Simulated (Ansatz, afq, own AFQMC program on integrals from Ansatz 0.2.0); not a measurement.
**Atomization energy of AlBH2, singlet**

```xyz
4

B     0.0000    0.0000    1.7315
Al    0.0000    0.0000   -0.5881
H     0.0000   -1.3671   -1.4148
H     0.0000    1.3671   -1.4148
```

Connectivity, by distances: B–AlH2.

Atoms in their ground-state spins without spin–orbit coupling (mostly on UHF) minus the molecule (RHF), without zero-point energy. The geometry is a stationary point, not shown to be a minimum.

Basis cc-pVTZ. Only valence electrons are correlated. Integrals, coupled cluster, full CI and functionals: Ansatz 0.2.0; the random walks run on the same integrals in our own AFQMC program. The CISD trial takes its coefficients from CCSD amplitudes. Released means that phaseless walkers are propagated on without the constraint, phases kept. Uncertainties: one standard error, sampling alone. The errors of all members are added in quadrature.

No full CI on the walks' own integrals is used here; CCSDT(Q) serves as the reference and is uncertain by about the last step of the cluster series. Each member takes its own surest rung, up to full CI.

The best estimate is CCSD(T) at the basis-set limit (CBS: def2-TZVPP and def2-QZVPP, with their diffuse functions for anions and beside diffuse sets, CCSD(T) itself extrapolated) plus the step from CCSD(T) to CCSDT(Q) in cc-pVTZ. Rows without CBS are in cc-pVTZ; B2PLYP and the wave-function rows carry a basis error of their own. Core correlation and relativity beyond core potentials are missing, and ± holds the sampling alone.

Cautions: AlBH₂ (singlet): restricted determinant unstable towards unrestricted (UHF 563 meV lower, ⟨S²⟩ 0.87).

Best estimate: 724.8 kJ/mol.

```csv
level,atomization energy (kJ/mol),error against the best estimate (kJ/mol)
HF,511.2,-213.6
MP2,674.6,-50.3
CCSD,691.0,-33.8
CCSD(T),698.4,-26.4
ph-AFQMC/CISD,699.9 ± 0.4,-24.9 ± 0.4
released AFQMC,699.8 ± 0.6,-25.1 ± 0.6
HF/CBS,518.0,-206.9
MP2/CBS,701.7,-23.1
CCSD(T)/CBS,723.1,-1.7
surest rungs in cc-pVTZ,700.1,-24.7
```

Correlation beyond CCSD(T) adds 1.7 kJ/mol. Going to the basis-set limit adds 24.7 kJ/mol at CCSD(T). The perturbative (T) step is worth +7.4 kJ/mol.

Best estimates are given only where the step beyond CCSD(T) is under 0.3 eV and no member's determinant is very poor (T1 over 0.05, or 0.07 for open shells, ⟨S²⟩ too high by 0.3, two states mixed), so the hardest cases are missing from such tables.

Each member of a difference takes its own highest rung, so a best estimate needn't equal the limit plus the step of one row. A walk keeps the symmetry of its determinant, which the program's search chose and which needn't be the lowest solution, so a lower state of the same spin and another symmetry isn't excluded. Released energies are given only where the last usable release times agree within the noise; a slower fall can still hide under it.
